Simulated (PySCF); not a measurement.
Compound: C5H8N (doublet state).
Z-matrix (Å and degrees, GFN2-xTB geometry), rows numbered from 1:
```
C 
N   1  1.4383
C   2  1.4720  1  115.25
C   3  1.4782  2  102.86  1  -134.10
C   4  1.3093  3  114.46  2     1.30
C   2  1.4715  1  114.31  3  -128.07
H   1  1.0903  2  108.59  3  -175.78
H   1  1.1018  2  113.34  3    63.75
H   1  1.0897  2  109.14  3   -57.59
H   3  1.0978  2  112.22  1   -13.41
H   3  1.0954  2  109.55  1   106.99
H   5  1.0723  4  129.24  3   179.36
H   6  1.0965  2  109.43  1  -102.42
H   6  1.0985  2  111.87  1    17.83
```

The hyperfine couplings belong to this conformer and change with its torsions.

As a line formula: `CN1C[C]=CC1` [radical].

The calculation used PySCF 2.14.0, UKS B3LYP, pcH-1 on C H N, non-relativistic, mean-field spin-orbit, GIAO. Geometry: GFN2-xTB; no solvent, vibrations or thermal averaging. A GFN2-xTB geometry isn't a minimum of the functional, and hyperfine couplings can be far from their values at a DFT geometry. No stability test was run, so a lower SCF solution isn't excluded.

Task: Where do the isotropic ENDOR lines of N2, H12, H10/H11, H13/H14 and H7/H8/H9 fall at 345.2 mT, to first order?

Result: For S = 1/2 in fast tumbling each set of equivalent nuclei gives two lines, ν± = |νn ± a/2| to first order, with νn = g_N μN B/h and μN/h = 7.62259 MHz/T.

| nuclei | isotope | g_N | νn (MHz) | a_iso (MHz) | lower line (MHz) | upper line (MHz) |
| --- | --- | --- | --- | --- | --- | --- |
| N2 | 14N | 0.4038 | 1.06 | 5.19 | 1.53 | 3.66 |
| H12 | 1H | 5.5857 | 14.70 | 41.74 | 6.17 | 35.57 |
| H10/H11 | 1H | 5.5857 | 14.70 | 7.19 | 11.10 | 18.29 |
| H13/H14 | 1H | 5.5857 | 14.70 | -7.01 | 11.19 | 18.20 |
| H7/H8/H9 | 1H | 5.5857 | 14.70 | 6.26 | 11.57 | 17.83 |

Task: Which pairs are centred on the nuclear Larmor frequency, and which on half the coupling?

Result: Centred on νn, since |a| < 2νn: H10/H11, H13/H14 and H7/H8/H9. Centred on |a|/2 and split by 2νn: N2 and H12.

Class means assume fast exchange of nuclei equivalent by connectivity; if that motion is slow, each nucleus keeps its own coupling. The three 1H nuclei of mean +6.3 MHz run from -0.4 to 15.3 MHz in the frozen geometry. The 1H value of -7.0 MHz is a mean of couplings from -11.4 to -2.6 MHz in this one geometry, not an average over conformers. The 1H value of +7.2 MHz is a mean of couplings from 3.2 to 11.2 MHz in this one geometry, not an average over conformers.

The run took 36 s (with the writing of density and orbital grids) on an Arm Neoverse V2 with one thread, no GPU, shared host, and the process peaked at 0.84 GiB of memory.
